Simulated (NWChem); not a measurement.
System: C3H4, triplet; SMILES of the neutral closed-shell parent C#CC

```xyz
7

C      0.1002    -1.1445     0.0000
C     -0.4881     0.2023     0.0000
C      0.0654     1.4145     0.0000
H     -0.2053    -1.7148    -0.8926
H     -0.2053    -1.7148     0.8926
H      1.2075    -1.0830     0.0000
H      1.1380     1.6783     0.0000
```
Atoms are numbered in this order, from 1.

Results from NWChem. Spin-unrestricted. Medium grid unless said otherwise, to which SCAN and Minnesota functionals are sensitive. In the optimisation the excess spin sits in a' (Cs, its own frame). All runs use the structure optimised with PBE0/def2-SVP, spin-unrestricted. This spin state was assumed; another may lie lower. No stability test was run on the SCF state. B3LYP is NWChem's, with the RPA form of VWN correlation. Total energies of different functionals are on different scales.

```
level            energy (Ha)  highest occupied level (eV)  lowest empty minus highest occupied level, either spin (eV)  dipole (D)  <S²>
---------------  -----------  ---------------------------  -----------------------------------------------------------  ----------  ----
B3LYP/def2-SVP     -116.4376                        -5.51                                                         1.64        1.73  2.00
PW6B95/def2-SVP    -116.5787                        -5.83                                                         2.17        1.75  2.00
SCAN/def2-SVP      -116.3849                        -4.90                                                         0.77        1.79  2.00
UHF/def2-SVP       -115.6806                        -9.64                                                        11.30        1.58  2.02
MN15/def2-SVP      -116.2522                        -6.05                                                         3.38        1.63  2.00
```
